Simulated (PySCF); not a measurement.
**Magnetic susceptibility: SMILES CCCC, C4H10**

Geometry:
```json
{"atom": "C1", "x (Å)": "1.885", "y (Å)": "-0.518", "z (Å)": "0.370"}
{"atom": "C2", "x (Å)": "0.452", "y (Å)": "-0.072", "z (Å)": "0.611"}
{"atom": "C3", "x (Å)": "-0.445", "y (Å)": "-0.219", "z (Å)": "-0.611"}
{"atom": "C4", "x (Å)": "-1.878", "y (Å)": "0.227", "z (Å)": "-0.370"}
{"atom": "H5", "x (Å)": "2.356", "y (Å)": "0.068", "z (Å)": "-0.437"}
{"atom": "H6", "x (Å)": "2.507", "y (Å)": "-0.400", "z (Å)": "1.271"}
{"atom": "H7", "x (Å)": "1.930", "y (Å)": "-1.578", "z (Å)": "0.072"}
{"atom": "H8", "x (Å)": "0.442", "y (Å)": "0.982", "z (Å)": "0.942"}
{"atom": "H9", "x (Å)": "0.019", "y (Å)": "-0.649", "z (Å)": "1.448"}
{"atom": "H10", "x (Å)": "-0.434", "y (Å)": "-1.273", "z (Å)": "-0.941"}
{"atom": "H11", "x (Å)": "-0.012", "y (Å)": "0.358", "z (Å)": "-1.448"}
{"atom": "H12", "x (Å)": "-1.922", "y (Å)": "1.287", "z (Å)": "-0.073"}
{"atom": "H13", "x (Å)": "-2.499", "y (Å)": "0.107", "z (Å)": "-1.270"}
{"atom": "H14", "x (Å)": "-2.347", "y (Å)": "-0.358", "z (Å)": "0.438"}
```

The calculation used GIAO B3LYP/6-31G* magnetisability, rotational g tensor and spin-rotation constants, non-relativistic, gas phase in PySCF 2.14.0. Geometry: PBE0-D3(BJ)/def2-SVP.

(1) What are the magnetisability and the molar susceptibility?

(2) Split it along the inertial axes a, b, c into diamagnetic and paramagnetic parts about the centre of mass, with the quadrupole moment.

(3) And the rotational g tensor?

Answers

(1) Isotropic -857 × 10⁻³⁰ J/T², or -51.6 × 10⁻⁶ cm³/mol; principal values -909, -833, -829 × 10⁻³⁰ J/T², anisotropy 79 × 10⁻³⁰ J/T² (root of half the summed squared differences of the principal values). The susceptibility is in cgs units.

(2) 
```
axis  χ (10⁻⁶ cm³/mol)  diamagnetic (10⁻⁶ cm³/mol)  paramagnetic (10⁻⁶ cm³/mol)  summed x² of all electrons (Å²)  quadrupole Θ (D Å)
   a             -54.1                      -126.4                         72.3                             89.0               -0.79
   b             -50.6                      -428.6                        378.0                             17.8               +0.03
   c             -50.2                      -452.9                        402.7                             12.0               +0.76
```
Anisotropies 2χaa − χbb − χcc = -7.3 and 2χbb − χaa − χcc = +3.0 × 10⁻⁶ cm³/mol. Θ is traceless in Buckingham's convention.

(3) 
| axis | rotational constant (GHz) | g | nuclear part | electronic part |
| --- | --- | --- | --- | --- |
| a | 23.4902 | +0.0499 | 0.8481 | -0.7982 |
| b | 3.6356 | +0.0010 | 0.6466 | -0.6456 |
| c | 3.4162 | -0.0004 | 0.6459 | -0.6463 |

Asymmetric top; isotopes 12C, 1H; no vibrational averaging.
